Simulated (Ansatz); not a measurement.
# AlSiH (triplet): from Hartree-Fock to the top rungs at distance Si1–Al2 = 2.557 Å, 6-31G

Aim: climb from Hartree-Fock through coupled cluster and multireference methods for AlSiH (triplet) at one geometry and basis, and see what each rung misses.

Program: Ansatz 0.2.0, Gaussian basis. Level of theory: 6-31G, core rule «outside noble gas», up to 10 orbitals frozen. These are calculated values, not measurements.

The runs, in order: UHF; CCSD(T) on ROHF; CCSD(T) on UHF; BCCD(T) on ROHF; CISD; CCSDT(Q) on ROHF; CCSDT(Q) on UHF; CISDTQ; CCSDTQ on ROHF; CCSDTQ on UHF; CASSCF and MRCISD+Q, 4 electrons in 4 orbitals; CASSCF and NEVPT2, 4 electrons in 4 orbitals; CASSCF and MRCISD+Q, 8 electrons in 9 orbitals; CASSCF and NEVPT2, 8 electrons in 9 orbitals; Full CI.

17 further runs of the same task are left out: 13 that didn't finish, 4 set aside as unsound or not needed.

### 1 The system

The geometry derives from a PBE0/def2-TZVP stationary point (not a proven minimum). One bond is set to the value named and the two fragments are kept rigid.

3 atoms, charge 0, spin multiplicity 3.

Atoms are counted from 1 here; the program's logs count them from 0.

Bond lengths: Si1–Al2 2.557 Å, Al2–H3 1.599 Å. Angles: Si1–Al2–H3 180.0°.

Coordinates:

```xyz
3
charge 0, multiplicity 3
Si    0.0000    0.0000    2.2376
Al    0.0000    0.0000   -0.3194
H     0.0000    0.0000   -1.9182
```

### 2 UHF

The input, in.yaml:

```yaml
crystal:
  periodic: [false, false, false]
  atoms:
    - {symbol: Si, position_ang: [0.000000, 0.000000, 2.237622]}
    - {symbol: Al, position_ang: [0.000000, 0.000000, -0.319378]}
    - {symbol: H, position_ang: [0.000000, 0.000000, -1.918244]}
basis:
  gaussian: {orbitals: 6-31G}
magnetization: {spin_polarized: true, initial_magnetization: 2}
hamiltonian: {xc: hf}
output: {orbitals: {seedname: orbitals}}
```

Started as:

```
ansatz run in.yaml --threads 1 --pin off --events-out ev --progress --plain --max-ram 2393MiB
```

The runs that follow: CCSD(T) on ROHF; CCSD(T) on UHF; BCCD(T) on ROHF; CISD; CCSDT(Q) on ROHF; CCSDT(Q) on UHF; CISDTQ; CCSDTQ on ROHF; CCSDTQ on UHF; CASSCF and MRCISD+Q, 4 electrons in 4 orbitals; CASSCF and NEVPT2, 4 electrons in 4 orbitals; CASSCF and MRCISD+Q, 8 electrons in 9 orbitals; CASSCF and NEVPT2, 8 electrons in 9 orbitals; Full CI.

Before running them: what should the planned runs give, taken together? Wanted: FCI below the RHF energy; RMP2 from FCI; UMP2 from FCI; RCCSD from FCI; RCCSD(T) from FCI; UCCSD(T) from FCI; RCCSDT(Q) from FCI; UCCSDT(Q) from FCI; MRCISD+Q pair from FCI.

**Answer**, as computed:

| quantity | value |
| --- | --- |
| FCI below the RHF energy | -2.4346 eV |
| RMP2 from FCI | +18.00 kcal/mol |
| UMP2 from FCI | +18.12 kcal/mol |
| RCCSD from FCI | +2.78 kcal/mol |
| RCCSD(T) from FCI | +0.97 kcal/mol |
| UCCSD(T) from FCI | +0.97 kcal/mol |
| RCCSDT(Q) from FCI | +0.03 kcal/mol |
| UCCSDT(Q) from FCI | 0.00 kcal/mol |
| MRCISD+Q pair from FCI | -0.25 kcal/mol |
| NEVPT2 valence from FCI | +4.80 kcal/mol |
| MRCISD+Q valence from FCI | +0.09 kcal/mol |
| levels within 1 kcal/mol (43 meV) | RCCSD(T), UCCSD(T), RCCSDT, UCCSDT, CISDTQ, RCCSDT(Q), UCCSDT(Q), RCCSDTQ, UCCSDTQ, MRCISD+Q pair, MRCISD valence, MRCISD+Q valence |
| T1 diagnostic | 0.050 |
| effectively unpaired electrons | 2.09 |

In words: RCCSD(T) lands +0.97 kcal/mol from the yardstick (1.7 % of the correlation energy). MRCISD+Q pair falls below full CI: the +Q correction isn't variational, and the cores differ from full CI's. The occupations are near whole numbers, but T1 = 0.050 shows that the orbitals relax strongly. Of the multireference levels listed MRCISD+Q valence comes nearest in total energy (+0.09 kcal/mol), which doesn't show that its space is the better one. These misses are within one basis, not against nature; the frozen cores of restricted and unrestricted runs differ, which can shift their rows.
